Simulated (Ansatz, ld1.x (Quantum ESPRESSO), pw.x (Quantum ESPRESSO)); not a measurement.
## Which K potential is closest to all-electron in the bcc crystal?

All use PBE, scalar-relativistic, no spin, cutoffs from each file’s atomic test, pw.x 7.5; 9³ k-points, Fermi–Dirac smearing 0.01 Ry. Δ is the rms difference from all-electron LAPW of the E(V) curves that follow from fits to the pressures, over ±6 % in volume. Mesh and smearing are coarse and serve the comparison alone. The files are a selection: those with a ghost or negative overlap were mostly not run, and those with noisy or unconverged pressures or nearly equal Δ are left out.

All-electron: a0 = 5.292 Å (V0 = 74.09 Å³/atom), B0 = 3.5 GPa.

**Question.** Rank them by Δ, smallest first.
A. norm-conserving Troullier–Martins (Kleinman–Bylander form), ld1.x (Quantum ESPRESSO) 7.5, PBE; core [Ar], reference 4s1 4p0; waves: 4s (bound): rc 3.60 bohr; 4p (bound, empty): rc 4.20 bohr; 3d channel at 0.05 Ry: rc 3.80 bohr; local part: all-electron potential smoothed inside 2.90 bohr (lloc = -1); core correction: a·sin(br)/r model core inside 3.40 bohr.
B. ultrasoft, ld1.x (Quantum ESPRESSO) 7.5, PBE; core [Ne], reference 3s2 3p6 4s1 4p0; waves: 3s (bound): rcut 2.40, rcutus 2.60 bohr; 4s (bound): rcut 2.40, rcutus 2.60 bohr; 3p (bound): rcut 2.00, rcutus 2.40 bohr; 4p (bound, empty): rcut 2.00, rcutus 2.40 bohr; 3d channel at 0.4 Ry: rcut 2.50, rcutus 2.80 bohr; 3d channel at 0.95 Ry: rcut 2.50, rcutus 2.80 bohr; local part: all-electron potential smoothed inside 2.00 bohr (lloc = -2); core correction: none; augmentation: PSQ, radius 1.85 bohr.
C. norm-conserving Troullier–Martins (Kleinman–Bylander form), ld1.x (Quantum ESPRESSO) 7.5, PBE; core [Ar], reference 4s1 4p0; waves: 4p (bound, empty): rc 3.50 bohr; 3d channel at 0.2 Ry: rc 3.65 bohr; 4s (bound): rc 2.95 bohr; local part: the s channel; core correction: none.

**Answer.** B (0.0 meV/atom), A (1.2 meV/atom), C (2.4 meV/atom).
